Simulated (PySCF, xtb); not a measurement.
CN, SMILES N#[C] (connectivity only; charge and spin as stated), charge -1, multiplicity 1.

GFN2-xTB (xtb) at its own geometry gives an orbital gap of 4.43 eV.

Geometry: B3LYP-D3(BJ)/def2-TZVPD.

Q: What does PySCF with CAM-B3LYP/def2-TZVPD give? (The exact figures need the calculation; the answer reports its results.)

A: gap 9.31 eV (levels -2.92 and 6.39 eV).
